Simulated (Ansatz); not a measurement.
System: fcc Ni. Method: PBE-D4 (Ansatz, a quantum-chemistry and plane-wave program, plane waves, PAW).

Numerical settings: plane-wave cutoff 500 eV, 36×36×36 k mesh, Fermi–Dirac smearing 0.1 eV, spin-polarised with parallel moments, scalar-relativistic PAW data made under PBE.

Computed at the level's own relaxed cell.

What does this level give for the equilibrium volume per atom, lattice constant a and magnetic moment per atom (the cell's total over its atoms)?


equilibrium volume per atom: 10.58 Å³/atom
lattice constant a: 3.484 Å
magnetic moment per atom (the cell's total over its atoms): 0.62 μB

Measured, for comparison: equilibrium volume per atom 10.79 Å³/atom, lattice constant a 3.508 Å (static lattice: zero-point anharmonic expansion removed; as tabulated in Mejia-Rodriguez and Trickey (2018), arXiv:1807.09216). Computed (rounded) less measured: equilibrium volume per atom -1.9 %, lattice constant a -0.7 %.

Moments are spin moments.

Computing time: around 2.8 core-minutes (rough).
